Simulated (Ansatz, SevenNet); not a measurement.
For 2H WSe2, the machine-learned potential SevenNet-0 (trained on PBE and PBE+U data) gives:

| Quantity | Value |
|---|---|
| lattice constant a | 3.326 Å |
| c axis length | 14.862 Å |

Question: What does r²SCAN-D4 (Ansatz, a first-principles code, plane waves, PAW) give for the same quantities?

Answer: 
- lattice constant a: 3.303 Å (decreases by 0.7 %)
- lattice parameter c: 13.224 Å (falls by 11 %)

For comparison: lattice constant a 3.282 Å (measured, 300 K, not corrected to a static lattice; as tabulated in arXiv:1605.07067); lattice parameter c 12.96 Å (measured, 300 K, not corrected to a static lattice; as tabulated in arXiv:1605.07067).

Changes are worked out from the printed values.

Unless a cell is named, each level is at its own relaxed cell (SevenNet-0 23.73, r²SCAN-D4 20.82 Å³/atom).

Levels without +SOC leave out spin–orbit coupling, which shifts energies and cells of such heavy elements.

Ansatz's density-functional and Hartree–Fock values are scalar-relativistic unless marked +SOC, with PAW data made under PBE.
